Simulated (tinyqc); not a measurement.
Worked calculation: G0W0 on RHF in the sto-3g basis, for H2O, spin multiplicity 1. One step of it, computed by the program tinyqc.

Question. G0W0 on Hartree-Fock: HOMO. W(p,q,m) = sqrt2 sum_ia (pq|ia) (X+Y)_ia,m; Sigma_c(x) = sum_(i,m) W^2/(x - e_i + w_m) + sum_(a,m) W^2/(x - e_a - w_m); solve x = e_p + Sigma_c(x) by Newton steps; Z = 1/(1 - dSigma/dx); 1 hartree = 27.211386 eV.

orbital energies (hartree): MO1 -20.261989, MO2 -1.236777, MO3 -0.563694, MO4 -0.459100, MO5 -0.392527, MO6 0.535904, MO7 0.630007

Two-electron integrals over orbitals (pq|rs), unique and non-zero (hartree):
```
(11|11) 4.745973    (21|11) -0.422587   (21|21) 0.059636    (22|11) 1.011342
(22|21) -0.014088   (22|22) 0.725304    (31|11) 0.009098    (31|21) -0.001106
(31|22) 0.000912    (31|31) 0.011101    (32|11) -0.005172   (32|21) 0.000518
(32|22) 0.002581    (32|31) 0.017466    (32|32) 0.136176    (33|11) 0.784854
(33|21) -0.004655   (33|22) 0.631578    (33|31) -0.000262   (33|32) -0.000687
(33|33) 0.613536    (41|11) 0.180406    (41|21) -0.023037   (41|22) 0.014391
(41|31) 0.000696    (41|32) 0.000049    (41|33) 0.006167    (41|41) 0.025780
(42|11) -0.146260   (42|21) 0.008851    (42|22) -0.012127   (42|31) -1.59e-06
(42|32) 0.000825    (42|33) 0.004381    (42|41) 0.017581    (42|42) 0.127498
(43|11) 0.009416    (43|21) -0.000364   (43|22) 0.003453    (43|31) -0.003294
(43|32) 0.023219    (43|33) 0.002536    (43|41) -0.000508   (43|42) -0.004695
(43|43) 0.052921    (44|11) 0.952510    (44|21) -0.012147   (44|22) 0.662741
(44|31) -0.000021   (44|32) -0.004582   (44|33) 0.580411    (44|41) -0.009377
(44|42) -0.097595   (44|43) 0.003830    (44|44) 0.726765    (51|51) 0.025993
(52|51) 0.032815    (52|52) 0.147261    (53|51) -0.000676   (53|52) -0.002359
(53|53) 0.027788    (54|51) -0.013093   (54|52) -0.047199   (54|53) 0.001331
(54|54) 0.052100    (55|11) 1.115350    (55|21) -0.011912   (55|22) 0.750263
(55|31) 0.000254    (55|32) -0.002631   (55|33) 0.616747    (55|41) 0.005070
(55|42) -0.078808   (55|43) 0.005327    (55|44) 0.702351    (55|55) 0.880159
(61|11) 0.207828    (61|21) -0.031624   (61|22) 0.000709    (61|31) 0.002042
(61|32) 0.002062    (61|33) -0.000808   (61|41) -0.001544   (61|42) -0.020958
(61|43) 0.000187    (61|44) 0.017461    (61|55) 0.005529    (61|61) 0.028271
(62|11) -0.280890   (62|21) 0.005969    (62|22) -0.136620   (62|31) 0.001238
(62|32) 0.006655    (62|33) -0.073255   (62|41) -0.018609   (62|42) -0.026206
(62|43) -0.004062   (62|44) -0.068165   (62|55) -0.146995   (62|61) 0.009952
(62|62) 0.098317    (63|11) 0.042627    (63|21) -0.000874   (63|22) 0.019080
(63|31) -0.003171   (63|32) 0.032699    (63|33) 0.012357    (63|41) 0.000207
(63|42) -0.009246   (63|43) 0.032595    (63|44) 0.013931    (63|55) 0.023494
(63|61) 0.000145    (63|62) -0.011894   (63|63) 0.069471    (64|11) -0.253747
(64|21) 0.003248    (64|22) -0.112883   (64|31) -0.001088   (64|32) -0.008664
(64|33) -0.048380   (64|41) -0.000528   (64|42) 0.049727    (64|43) -0.005658
(64|44) -0.130222   (64|55) -0.138504   (64|61) -0.002437   (64|62) 0.057825
(64|63) -0.018593   (64|64) 0.090589    (65|51) -0.013743   (65|52) -0.053036
(65|53) 0.003459    (65|54) -0.002831   (65|65) 0.035945    (66|11) 0.805582
(66|21) -0.007419   (66|22) 0.609026    (66|31) -0.001369   (66|32) -0.020285
(66|33) 0.563129    (66|41) 0.019034    (66|42) 0.049630    (66|43) -0.013764
(66|44) 0.553105    (66|55) 0.589555    (66|61) -0.009353   (66|62) -0.097013
(66|63) -0.009042   (66|64) -0.048165   (66|66) 0.601186    (71|11) -0.029479
(71|21) 0.004600    (71|22) 0.000259    (71|31) 0.014507    (71|32) 0.021800
(71|33) -0.000574   (71|41) -0.000348   (71|42) 0.002125    (71|43) -0.004512
(71|44) -0.002072   (71|55) -0.000766   (71|61) -0.001403   (71|62) 0.001140
(71|63) -0.003730   (71|64) -0.001076   (71|66) -0.001451   (71|71) 0.019678
(72|11) 0.041248    (72|21) -0.000807   (72|22) 0.019814    (72|31) 0.014311
(72|32) 0.046652    (72|33) 0.007541    (72|41) 0.001977    (72|42) 0.000370
(72|43) -0.034086   (72|44) 0.012504    (72|55) 0.021228    (72|61) 0.001177
(72|62) -0.005149   (72|63) -0.031449   (72|64) -0.009568   (72|66) 0.014774
(72|71) 0.017972    (72|72) 0.065429    (73|11) 0.362085    (73|21) -0.007146
(73|22) 0.147823    (73|31) 0.000086    (73|32) -0.009311   (73|33) 0.088652
(73|41) -0.000537   (73|42) -0.081154   (73|43) -0.000284   (73|44) 0.144023
(73|55) 0.194290    (73|61) 0.006344    (73|62) -0.069561   (73|63) 0.009287
(73|64) -0.093439   (73|66) 0.044996    (73|71) -0.000849   (73|72) 0.013914
(73|73) 0.157847    (74|11) 0.020064    (74|21) -0.000259   (74|22) 0.007285
(74|31) -0.009105   (74|32) -0.076338   (74|33) 0.004409    (74|41) 0.000390
(74|42) -0.001634   (74|43) -0.007429   (74|44) 0.011836    (74|55) 0.010599
(74|61) -0.001473   (74|62) -0.007974   (74|63) -0.047242   (74|64) 0.002447
(74|66) 0.019448    (74|71) -0.011900   (74|72) -0.014957   (74|73) 0.014839
(74|74) 0.071804    (75|51) 0.001940    (75|52) 0.007541    (75|53) 0.023443
(75|54) -0.000586   (75|65) -0.001621   (75|75) 0.024389    (76|11) 0.001871
(76|21) -0.000171   (76|22) -0.002709   (76|31) -0.007803   (76|32) -0.086177
(76|33) 0.002239    (76|41) -0.001802   (76|42) -0.006440   (76|43) -0.054242
(76|44) 0.006933    (76|55) 0.001420    (76|61) 0.000417    (76|62) 0.004777
(76|63) -0.057455   (76|64) 0.010094    (76|66) 0.021442    (76|71) -0.010026
(76|72) 0.008306    (76|73) 0.013668    (76|74) 0.057565    (76|76) 0.105104
(77|11) 0.838661    (77|21) -0.008674   (77|22) 0.612680    (77|31) 0.002397
(77|32) 0.022913    (77|33) 0.594510    (77|41) 0.004362    (77|42) -0.013296
(77|43) 0.014678    (77|44) 0.585095    (77|55) 0.610453    (77|61) 0.003857
(77|62) -0.063083   (77|63) 0.025722    (77|64) -0.047625   (77|66) 0.554389
(77|71) 0.002271    (77|72) 0.007368    (77|73) 0.083838    (77|74) -0.012472
(77|76) -0.022343   (77|77) 0.608312
```

excitation energies w (hartree): 0.997601  1.070327  1.080549  1.130966  1.311082  1.483823  1.984278  2.012546  20.854260  20.931430

X + Y:
```
            1          2          3          4          5          6          7          8
1>6  0.000000   0.000000   0.000087   0.000220  -0.000223  -0.001684  -0.001215   0.000845
1>7  0.000000   0.000000   0.000303   0.001721  -0.001140   0.000286  -0.002649  -0.002175
2>6  0.000000   0.000000  -0.063646   0.027401   0.016213   0.312608   0.633987  -0.640080
2>7  0.000000   0.000000   0.022398   0.090632   0.035430  -0.041679   0.695657   0.665918
3>6  0.000000   0.000000   0.167159   0.672134   0.646450   0.051271  -0.055239  -0.017570
3>7  0.000000   0.000000   0.360932  -0.122234  -0.047378   0.803752  -0.112064   0.156987
4>6  0.000000   0.000000   0.885671  -0.075328  -0.092370  -0.268731   0.063768  -0.085112
4>7  0.000000   0.000000   0.002689   0.700313  -0.636004   0.043250  -0.025592  -0.003210
5>6  0.963856  -0.039164   0.000000   0.000000   0.000000   0.000000   0.000000   0.000000
5>7  0.042573   0.976555   0.000000   0.000000   0.000000   0.000000   0.000000   0.000000

             9         10
1>6   0.997990  -0.036160
1>7   0.036309   0.998399
2>6   0.000164   0.000013
2>7   0.000032   0.000308
3>6   0.000000  -0.000038
3>7   0.000069  -0.000012
4>6  -0.000023  -0.000009
4>7  -0.000019  -0.000118
5>6   0.000000   0.000000
5>7   0.000000   0.000000
```

Give: The 12 largest terms at x = e_p; Newton steps; quasiparticle energy of the HOMO; Hartree-Fock value.

Answer.

The 12 largest terms at x = e_p (hartree; W for the signs of X + Y given):
```
q  m       W       term
5  6   0.210      0.030
5  8   0.212      0.022
5  7  -0.156      0.012
2  1  -0.072   2.80e-03
5  3  -0.055   2.78e-03
6  1   0.049  -1.24e-03
3  2   0.032   8.34e-04
7  2   0.034  -5.45e-04
5  5   0.015   1.65e-04
5  4   0.011   1.07e-04
2  2   0.013   9.31e-05
3  1   0.006   3.21e-05
```

Newton steps (hartree):
```
step       x  Sigma_c(x)      Z
0     -0.393       0.069  0.959
1     -0.326       0.067  0.961
2     -0.326       0.067  0.961
3     -0.326       0.067  0.961
```

quasiparticle energy of the HOMO = -8.869 eV

Hartree-Fock value = -10.681 eV
